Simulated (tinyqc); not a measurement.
Inside a calculation. Method: UHF in the sto-6g basis, for LiH, spin multiplicity 1. One step of it, computed by the program tinyqc.

Task: Iteration 4: DIIS coefficients. Solve [B -1; -1 0][c; lambda] = [0; -1] for the coefficients, which sum to one.

B (overlaps of the stored error matrices):
```
               1              2              3
1  1.6215302e-02  8.7065332e-03  3.5928647e-03
2  8.7065332e-03  5.0501093e-03  2.0961510e-03
3  3.5928647e-03  2.0961510e-03  9.8181758e-04
```

Give: DIIS coefficients.

Result:

DIIS coefficients: -0.1431  -0.2946  1.4377
